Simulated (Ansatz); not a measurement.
**How far each method lies from full CI for HAlGa, doublet**

Geometry: a PBE0/def2-TZVP stationary point for this spin, not checked as a minimum.

```xyz
3

Al    0.0000    0.0000    0.3496
Ga    0.0000    0.0000   -2.3209
H     0.0000    0.0000    1.9714
```

Basis 6-31G (Cartesian d functions); Ansatz 0.2.0. Correlated methods freeze the noble-gas cores and the filled d shells of p-block atoms, which leaves 7 electrons in 25 orbitals. Prefix R: restricted or restricted open-shell reference; prefix U: unrestricted. Active spaces: valence = (7e, 9o) chosen from the atoms' valence shells. No spin–orbit coupling is included, and no scalar relativity.

Full CI is exact within this basis and frozen core; it isn't the basis-set limit. The frozen core follows each run's orbitals, which can shift R against U totals by a few meV for light atoms and by up to 0.1 eV past Ca.

For open shells CISD and CISDTQ are restricted-active-space CI with the open shells as a complete middle space.

* UHF ⟨S²⟩: 0.762
* T1 diagnostic (RCCSD): 0.0213
* largest doubles amplitude (RCCSD): 0.080

```tsv
level	E − E(full CI) (kJ/mol)	share of correlation (%)	wall time
RHF	222.2	0.00	–
RMP2	75.6	65.97	–
CISD	19.3	91.32	1.7 s
RCCSD	8.3	96.28	–
RCCSD(T)	2.9	98.69	4 s
BCCD(T)	2.9	98.71	4.2 s
RCCSDT	0.5	99.79	–
CISDTQ	0.6	99.72	18 s
RCCSDT(Q)	0.1	99.94	8.5 s
CASSCF (valence space)	53.5	75.92	–
NEVPT2 (valence space)	16.0	92.81	6 s
MRCISD (valence space)	1.4	99.35	–
MRCISD+Q (valence space)	0.3	99.86	8.5 s
```

The correlation energy at full CI, counted from RHF, is -2.303 eV. That run took 2.5 min on 1 thread of Intel Xeon Platinum 8259CL, shared host over 7,273,250 determinants.

Run but not shown, since their state or frozen core can't be matched to the reference's or they repeat it: UHF, UMP2, UCCSD, UCCSD(T), UCCSDT, UCCSDT(Q).

Times hold each run's SCF and search for its determinant on a shared host, so for small cases they say little of a method's own cost; they ran on 1 thread of Intel Xeon Platinum 8259CL.

The full-CI state has the irrep B1 of C2v, in the program's axes (one component, if the state is degenerate).

Natural occupations of full CI about the gap: 1.959 1.942 1.882 0.978 0.069 0.050 0.048 0.025 0.020 0.007; effectively unpaired electrons, Σ n²(2−n)², 1.11.

Atomization energy (electronic, same basis, no zero-point term; atoms at the same level, unrestricted beside the R rows where the molecule is a closed shell, but restricted open-shell past Ca, as are all atoms' steps beyond CCSDT(Q)) at full CI: 300.1 kJ/mol. Errors of other levels:

| level | error (kJ/mol) |
| --- | --- |
| RHF | -68.0 |
| RMP2 | -13.9 |
| CISD | -18.5 |
| RCCSD | -7.6 |
| RCCSD(T) | -2.7 |
| BCCD(T) | -2.6 |
| RCCSDT | -0.5 |
| CISDTQ | -0.6 |
| RCCSDT(Q) | -0.1 |
| CASSCF (valence space) | -20.6 |
| NEVPT2 (valence space) | -3.5 |
| MRCISD (valence space) | -1.3 |
| MRCISD+Q (valence space) | -0.4 |

This basis is far from its limit, so the value isn't to be set against a measured one. Truncated CI isn't size-consistent, which counts against it in atomization.
